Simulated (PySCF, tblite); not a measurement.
## A complex of Mg2+ and ammonia

A gas-phase complex of Mg2+ and ammonia; charge +2, singlet. The structure comes from a short search (6 tight-binding starts) and was relaxed by PBE0-D3(BJ)/def2-TZVPD; another way of binding may lie lower. Frequencies by PBE0-D3(BJ)/def2-TZVPD show no clear imaginary mode.

Parts: 1 = Mg2+ ([Mg+2]), atoms 1, charge +2; 2 = ammonia (N), atoms 2–5.

```csv
atom,part,x (Å),y (Å),z (Å)
Mg1,1,0.274,-0.405,-0.459
N2,2,-0.289,-2.014,-1.570
H3,2,-1.293,-2.226,-1.513
H4,2,-0.099,-1.911,-2.575
H5,2,0.180,-2.887,-1.302
```

```tsv
contact	kind (by geometry)	distance (Å)	angle (°)
Mg1···N2	ion contact	2.035	-
```

Interaction energies are complex less parts, with the parts frozen as they stand in it; counterpoise-corrected, in kcal/mol (PySCF).

**Question.** Give the interaction energy at each level run.

**Answer.** 
```tsv
level	interaction	superposition error removed
wB97M-D3(BJ)/def2-TZVPD	-100.36	-0.22
PBE0-D3(BJ)/def2-TZVPD	-101.19	-0.20
```

**Question.** What holds them together? Decompose the wB97M-D3(BJ)/def2-TZVPD energy: frozen parts, their antisymmetrised product, then relaxation.

**Answer.** electrostatic -81.4, Pauli repulsion +32.3, orbital relaxation -50.0, dispersion correction -1.5 kcal/mol, which sum to the value before the counterpoise correction; the Pauli term holds the exchange-correlation of the frozen density too. Of the attraction, 61 % is electrostatic, 38 % is orbital relaxation, 1 % is dispersion correction.

The parts were also relaxed and run alone, at the levels used for the complex: shieldings by PBE0/pcSseg-2; core levels by delta-SCF with SCAN, pcX-2 on the ionised atom and pcseg-1 elsewhere, spin-free X2C.

Values alone: shielding of Mg1 (ppm): 695.0; shielding of N2 (ppm): 263.7; Mg1 1s core level (eV): 1334.62; N2 1s core level (eV): 405.54.

**Question.** How do these values change when the complex forms?

**Answer.** 
```csv
property,alone,in the complex,change
shielding of Mg1 (ppm),695.0,629.4,-65.6
shielding of N2 (ppm),263.7,255.7,-8.0
Mg1 1s core level (eV),1334.62,1329.10,-5.51
N2 1s core level (eV),405.54,418.46,+12.92
```

**Question.** What are the binding energy from relaxed parts (wB97M-D3(BJ)/def2-TZVPD), and ΔH and ΔG of association at 298.15 K and 1 atm?

**Answer.** -100.00 kcal/mol, -97.34 with zero-point energy; ΔH -98.6 and ΔG -91.1 kcal/mol, from harmonic vibrations by PBE0-D3(BJ)/def2-TZVPD with low modes damped.

Multiply charged ions in the gas phase bind far more strongly than in solution.

The 5 runs behind this took 2.4 min in all, one thread each of Arm Neoverse N1 on a shared host, launched as `OMP_NUM_THREADS=1 python cluster_run.py task.json out`.
